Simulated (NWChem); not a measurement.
# triplet SiF2 at 6 levels

We compute a comparison of 6 runs (UCAM-B3LYP/def2-TZVP, U-r2SCAN/def2-TZVP, UB3LYP/def2-TZVP, UBLYP/def2-TZVP, UM06-L/def2-TZVP, UPBE0/def2-TZVP) of triplet SiF2. 

The calculation is run with NWChem 7.3.0.

**1. Starting point**

SiF2: 3 atoms, total charge 0, spin state triplet. SMILES of the parent species: `F[Si]F`. The coordinates come from a PBE0-D4/def2-TZVP relaxation. That shape belongs to the parent species and isn't relaxed for this state.

Bond lengths: F1–Si2 1.602 Å, Si2–F3 1.602 Å. Angles: F1–Si2–F3 100.6°.

**2. A single-point energy at UCAM-B3LYP/def2-TZVP (run 1)**

The input, f2si.nw:

```
start f2si
title "F2Si CAM-B3LYP"
memory stack 880 mb heap 220 mb global 1100 mb

geometry noautosym nocenter noautoz
 F     0.166300    1.246800    0.229400
 Si   -0.594900   -0.046400   -0.330100
 F     0.428600   -1.200400    0.100700
end

basis "ao basis" spherical bse
 * library def2-TZVP
end

dft
 xc xcamb88 1.00 lyp 0.81 vwn_5 0.19 hfexch 1.00
 cam 0.33 cam_alpha 0.19 cam_beta 0.46
 mult 3
 grid fine
 convergence energy 1e-08
 direct
 iterations 100
 mulliken
 print low
end

task dft energy
```

Run with:

```console
$ nwchem f2si.nw > f2si.out
```

The log of the run:

```text
[...]
 d= 0,ls=0.0,diis     1   -489.1158163073 -5.90D+02  6.07D-03  2.84D-01     7.9
[...]
 d= 0,ls=0.0,diis    11   -489.2216190322 -1.51D-09  1.16D-07  2.56D-11    86.3
[...]
         Total DFT energy =     -489.221619032222
      One electron energy =     -880.110992200021
           Coulomb energy =      332.113177744842
    Exchange-Corr. energy =      -41.882225473203
 Nuclear repulsion energy =      100.658420896160
[...]
      Total Density - Mulliken Population Analysis
     ---------------------------------------------
    Atom       Charge   Shell Charges
 -----------   ------   -------------------------------------------------------
    1 F    9     9.26   0.77  1.20  0.61  0.97  0.34  2.29  2.11  0.96  0.00  0.01  0.00
    2 Si  14    13.47   2.00  0.57  1.40  0.84  0.36  4.13  1.68  0.58  1.02  0.39  0.21  0.19  0.09
    3 F    9     9.26   0.77  1.20  0.61  0.97  0.34  2.29  2.11  0.96  0.00  0.01  0.00
[...]
      <S2> =      2.0016 (Exact =     2.0000)
[...]
```

Wall time 87 s (1 thread of Intel Xeon Platinum 8259CL at 2.50GHz (Skylake/Cascade Lake), shared host); peak memory 0.11 GiB.

**3. A single-point energy at U-r2SCAN/def2-TZVP (run 2)**

The input, mymol.nw:

```
start mymol
memory total 2200 mb

geometry units angstroms noautosym nocenter noautoz
  F      0.166300     1.246800     0.229400
  Si    -0.594900    -0.046400    -0.330100
  F      0.428600    -1.200400     0.100700
end

basis spherical bse
  * library def2-TZVP
end

dft
  xc r2scan
  mult 3
  grid fine
  convergence energy 1e-08
  iterations 100
  mulliken
  noprint "final vectors analysis"
end

task dft
```

Run with:

```console
$ nwchem mymol.nw > mymol.out
```

The log of the run:

```text
[...]
          Wavefunction type:  spin polarized.
          No. of atoms     :     3
          No. of electrons :    32
[...]
          Charge           :     0
          Spin multiplicity:     3
[...]
          AO basis - number of functions:    99
[...]
              XC Information
              --------------
                      r^2SCAN Method XC Functional
               r^2SCAN metaGGA Exchange Functional  1.000
                     r^2SCAN Correlation Potential  1.000
[...]
 d= 0,ls=0.0,diis     1   -489.0567209559 -5.90D+02  8.16D-03  2.71D-01     2.9
[...]
 d= 0,ls=0.0,diis     9   -489.1580073862 -7.28D-10  3.38D-07  6.89D-09    22.1
[...]
         Total DFT energy =     -489.158007386220
      One electron energy =     -880.169342825752
           Coulomb energy =      332.183876828579
    Exchange-Corr. energy =      -41.830962285208
 Nuclear repulsion energy =      100.658420896160
[...]
      Total Density - Mulliken Population Analysis
     ---------------------------------------------
    Atom       Charge   Shell Charges
 -----------   ------   -------------------------------------------------------
    1 F    9     9.27   0.77  1.20  0.62  0.97  0.35  2.27  2.16  0.91  0.00  0.01  0.00
    2 Si  14    13.46   2.00  0.57  1.40  0.81  0.34  4.13  1.69  0.55  1.09  0.38  0.21  0.20  0.09
    3 F    9     9.27   0.77  1.20  0.62  0.97  0.35  2.27  2.16  0.91  0.00  0.01  0.00
[...]
      <S2> =      2.0024 (Exact =     2.0000)
[...]
```

Wall time 23 s (1 thread of Intel Xeon Platinum 8259CL at 2.50GHz (Skylake/Cascade Lake), shared host); peak memory 0.12 GiB.

Run 3 isn't shown in full; the table further down has it.

**4. A single-point energy at UBLYP/def2-TZVP (run 4)**

The input, f2si.nw:

```
start f2si
title "F2Si BLYP"
memory 2200 mb

geometry noautosym nocenter noautoz
   F        0.166300       1.246800       0.229400
   Si      -0.594900      -0.046400      -0.330100
   F        0.428600      -1.200400       0.100700
end

basis spherical bse
   F library def2-TZVP
   Si library def2-TZVP
end

dft
   xc becke88 lyp
   mult 3
   grid fine
   convergence energy 1e-08
   iterations 100
   mulliken
end

task dft
```

Run with:

```console
$ nwchem f2si.nw > f2si.out
```

The log of the run:

```text
[...]
          Wavefunction type:  spin polarized.
          No. of atoms     :     3
          No. of electrons :    32
[...]
          Charge           :     0
          Spin multiplicity:     3
[...]
          AO basis - number of functions:    99
[...]
              XC Information
              --------------
                    Becke 1988 Exchange Functional  1.000
              Lee-Yang-Parr Correlation Functional  1.000
[...]
 d= 0,ls=0.0,diis     1   -489.1317296627 -5.90D+02  8.70D-03  3.49D-01     2.6
[...]
 d= 0,ls=0.0,diis    10   -489.2492418243 -2.29D-09  1.32D-07  4.18D-10    21.4
[...]
         Total DFT energy =     -489.249241824296
      One electron energy =     -880.030591336807
           Coulomb energy =      332.012643194298
    Exchange-Corr. energy =      -41.889714577947
 Nuclear repulsion energy =      100.658420896160
[...]
      Total Density - Mulliken Population Analysis
     ---------------------------------------------
    Atom       Charge   Shell Charges
 -----------   ------   -------------------------------------------------------
    1 F    9     9.23   0.77  1.20  0.62  0.97  0.34  2.30  2.07  0.96  0.00  0.01  0.00
    2 Si  14    13.54   2.00  0.57  1.40  0.88  0.37  4.13  1.67  0.60  1.01  0.43  0.21  0.19  0.09
    3 F    9     9.23   0.77  1.20  0.62  0.97  0.34  2.30  2.07  0.96  0.00  0.01  0.00
[...]
      <S2> =      2.0012 (Exact =     2.0000)
[...]
```

Wall time 22 s (1 thread of Intel Xeon Platinum 8259CL at 2.50GHz (Skylake/Cascade Lake), shared host); peak memory 0.12 GiB.

Run 5 isn't shown in full; the table further down has it.

**5. The energy at UPBE0/def2-TZVP (run 6)**

The input, f2si.xyz:

```xyz
3
F2Si energy
F      0.166300     1.246800     0.229400
Si    -0.594900    -0.046400    -0.330100
F      0.428600    -1.200400     0.100700
```

The input, f2si.nw:

```
start f2si
title "F2Si energy"
memory 2200 mb
charge 0
geometry units angstrom noautosym nocenter noautoz
 load format xyz f2si.xyz
end
basis spherical bse
 * library def2-TZVP
end
dft
 xc pbe0
 mult 3
 grid fine
 convergence energy 1e-08
 iterations 100
 mulliken
 noprint "final vectors analysis"
end
task dft energy
```

Run with:

```console
$ nwchem f2si.nw > f2si.out
```

The log of the run:

```text
[...]
          Wavefunction type:  spin polarized.
          No. of atoms     :     3
          No. of electrons :    32
[...]
          Charge           :     0
          Spin multiplicity:     3
[...]
          AO basis - number of functions:    99
[...]
              XC Information
              --------------
                         PBE0 Method XC Functional
                     Hartree-Fock (Exact) Exchange  0.250
          PerdewBurkeErnzerhof Exchange Functional  0.750
            Perdew 1991 LDA Correlation Functional  1.000 local
           PerdewBurkeErnz. Correlation Functional  1.000 non-local
[...]
 d= 0,ls=0.0,diis     1   -488.8470691751 -5.90D+02  7.36D-03  2.49D-01     2.6
[...]
 d= 0,ls=0.0,diis    10   -488.9476378465 -4.34D-09  9.90D-08  1.25D-09    21.1
[...]
         Total DFT energy =     -488.947637846465
      One electron energy =     -880.128818511373
           Coulomb energy =      332.133370224431
    Exchange-Corr. energy =      -41.610610455684
 Nuclear repulsion energy =      100.658420896160
[...]
      Total Density - Mulliken Population Analysis
     ---------------------------------------------
    Atom       Charge   Shell Charges
 -----------   ------   -------------------------------------------------------
    1 F    9     9.26   0.77  1.20  0.61  0.99  0.33  2.27  2.16  0.92  0.00  0.01  0.00
    2 Si  14    13.48   2.00  0.57  1.40  0.83  0.34  4.12  1.69  0.56  1.08  0.38  0.21  0.20  0.09
    3 F    9     9.26   0.77  1.20  0.61  0.99  0.33  2.27  2.16  0.92  0.00  0.01  0.00
[...]
      <S2> =      2.0014 (Exact =     2.0000)
[...]
```

Wall time 22 s (1 thread of Intel Xeon Platinum 8259CL at 2.50GHz (Skylake/Cascade Lake), shared host); peak memory 0.12 GiB.

**6. The series**

```csv
run,level,energy (Eh),⟨S²⟩,wall time
1,UCAM-B3LYP/def2-TZVP,-489.221619,2.002,87 s
2,U-r2SCAN/def2-TZVP,-489.158007,2.002,23 s
3,UB3LYP/def2-TZVP,-489.275723,2.002,20 s
4,UBLYP/def2-TZVP,-489.249242,2.001,22 s
5,UM06-L/def2-TZVP,-489.210094,2.003,2.2 min
6,UPBE0/def2-TZVP,-488.947638,2.001,22 s
```

**7. What came out**

| quantity | value |
| --- | --- |
| run 6: total energy | -488.94764 Eh |
| run 6: dipole moment | 1.85 D |
| run 6: ⟨S²⟩ | 2.001 |

Over runs 2, 3, 4, 5, 6 the dipole moment (its size) runs from 1.67 D (UBLYP/def2-TZVP) to 1.87 D (UB3LYP/def2-TZVP). Totals of different functionals can't be ranked against each other. All runs together took 5.1 min, the longest 2.2 min.
